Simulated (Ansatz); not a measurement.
System: chalcopyrite ZnSnAs2. Method: PBEsol (Ansatz, an electronic-structure program, PAW).

Numerical settings: plane-wave cutoff 520 eV, 8×8×8 k mesh, Fermi–Dirac smearing 0.01 eV, scalar-relativistic PAW data made under PBE.

Cell (relaxed at this level):

```
SnZnAs2
1.0
   -2.91926     2.91926     5.87004
    2.91926    -2.91926     5.87004
    2.91926     2.91926    -5.87004
Zn Sn As
2 2 4
Direct
  0.00000   0.00000   0.00000
  0.75000   0.25000   0.50000
  0.50000   0.50000   0.00000
  0.25000   0.75000   0.50000
  0.87500   0.90079   0.52579
  0.09921   0.62500   0.97421
  0.37500   0.34921   0.47421
  0.65079   0.12500   0.02579
```

### Question
Predict the bulk modulus B0 and pressure derivative B′ of the bulk modulus.

### Answer

- bulk modulus B0 = 61.0 GPa
- pressure derivative B′ of the bulk modulus = 4.5

The run finds no gap.

Note: the gap of the solid is closed in this run; this level leaves the solid without a gap, although one is measured; the bulk modulus comes from volumes at which shape and atoms were relaxed.

Spin–orbit coupling is not included; it can open a gap where bands touch, and shift volumes and moduli.

The computed numbers hold no vibrational or temperature effects.
